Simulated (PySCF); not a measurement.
Predicted microwave data (PBE0-D3(BJ)/def2-SVP geometry optimisation, gas phase in PySCF) for one isomer of C3H6:

| Item | Value |
| --- | --- |
| Rotational constants | A = 20198, B = 20196, C = 12667 MHz |
| Dipole components | \|μa\| = 0.00 D, \|μb\| = 0.00 D, \|μc\| = 0.00 D |
| Inertial defect | -10.15 u·Å² |
| κ | 1.00 |

Problem. Which candidate fits, each taken in the one conformer that was computed?
A. `CC=C`
B. `C1CC1`

Solution. B. It is C1CC1, an oblate symmetric top, point group D3h. The candidates at the same level (rigid rotor, commonest isotopes):

| SMILES | A (MHz) | B (MHz) | C (MHz) | μa (D) | μb (D) | μc (D) | Δ (u·Å²) | point group | rotor |
| --- | --- | --- | --- | --- | --- | --- | --- | --- | --- |
| C=CC | 46730 | 9278 | 8132 | 0.41 | 0.08 | 0.00 | -3.14 | Cs | near-prolate asymmetric top |
| C1CC1 | 20198 | 20196 | 12667 | 0.00 | 0.00 | 0.00 | -10.15 | D3h | oblate symmetric top |

`C=CC` has A 131 % too high. No structure here is proved a minimum.
